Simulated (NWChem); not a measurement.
**Correlation energy of ozone (O3)**

```xyz
3

O     -1.0607     0.0000    -0.2102
O      0.0000     0.0000     0.4204
O      1.0607     0.0000    -0.2102
```
Charge 0, spin multiplicity 1.

All runs are NWChem calculations. Structure: optimised with PBE0/def2-SVP, a minimum by its harmonic frequencies.

Basis set: cc-pVDZ. Each correlation energy counts from its own Hartree-Fock reference.

The correlated methods keep 3 core orbitals frozen. The species is likely to have several important configurations. Coupled-cluster values serve here as a point of comparison, not as the truth.

Question: Order these methods by the correlation energy they give, lowest first: CCSD+T(CCSD), CCSD(T), MP2, SCS-MP2, CCSD.

Answer: CCSD+T(CCSD) (-630.9 mHa), CCSD(T) (-628.3 mHa), MP2 (-617.6 mHa), CCSD (-598.6 mHa), SCS-MP2 (-593.3 mHa)
